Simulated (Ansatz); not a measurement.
Relaxing LiP2

These are results of Ansatz, DFT PBE, scalar-relativistic, plane waves, PAW, not measurements. Cutoff 420 eV, Γ-centred k mesh, Gaussian smearing, no spin polarisation in the final step.

The start puts LiP2 on the quartz structure type (P3_121, No. 152), with Li in place of Si, P in place of O, at a guessed volume.

```
CELL_PARAMETERS angstrom
5.67568 0.00000 0.00000
-2.83784 4.91529 0.00000
0.00000 0.00000 6.24406
ATOMIC_POSITIONS crystal
Li 0.46500 0.00000 0.33333
Li 0.00000 0.46500 0.66667
Li 0.53500 0.53500 0.00000
P 0.41500 0.27200 0.21300
P 0.72800 0.14300 0.54633
P 0.85700 0.58500 0.87967
P 0.27200 0.41500 0.78700
P 0.14300 0.72800 0.45367
P 0.58500 0.85700 0.12033
```

Steps on the 6×6×4 mesh (9 atoms). 12 of 26 steps are shown, and the free energy counts from the last. Trial steps that were taken back and renewals of the plane-wave basis can be among the rows.

```csv
step,ΔF (meV/atom),V (Å³/atom),P (GPa),largest force component (eV/Å)
1,2187.5,19.35,17.51,1.077
3,1717.7,24.36,3.84,1.665
6,1019.6,27.66,-4.09,2.200
8,496.9,28.19,2.60,2.549
10,467.2,27.75,-0.86,0.718
12,431.4,27.70,-0.50,0.206
15,285.4,22.90,-0.90,0.461
17,140.1,19.19,-1.46,0.614
19,35.2,17.14,-0.74,0.278
21,80.7,16.02,7.74,2.173
24,0.5,16.67,0.42,0.035
26,0.0,16.84,-0.06,0.013
```

A final relaxation ran on a 12×12×6 mesh. The relaxed crystal, P6_422 (No. 181):

```cif
data_structure
_symmetry_space_group_name_H-M 'P6_422'
_symmetry_Int_Tables_number 181
_cell_length_a 4.7468
_cell_length_b 4.7468
_cell_length_c 7.8415
_cell_angle_alpha 90.000
_cell_angle_beta 90.000
_cell_angle_gamma 120.000
_cell_volume 153.02
loop_
_atom_site_label
_atom_site_type_symbol
_atom_site_symmetry_multiplicity
_atom_site_Wyckoff_symbol
_atom_site_fract_x
_atom_site_fract_y
_atom_site_fract_z
_atom_site_occupancy
Li1 Li 3 a 0.00000 0.00000 0.00000 1
P1 P 6 f 0.50000 0.50000 0.80638 1
```

For LiP2, the volume per atom is 17.00 Å³ and the density is 2.24 g/cm³. The energy over the elements is -0.19 eV/atom and the gap on the 12×12×6 mesh is 0 eV (a metal).

The zero of energy is the elements' standard structures at the same level; no fitted shifts are applied.

The final run used a 12×12×6 mesh on its 9-atom cell and 0.10 eV smearing. For metals, differences of a few meV/atom aren't resolved.

A structure relaxed within its symmetry needn't be a true minimum.

Cost: 3 runs of about 9.4 core-minutes in all, on Arm Neoverse V1 (shared hosts).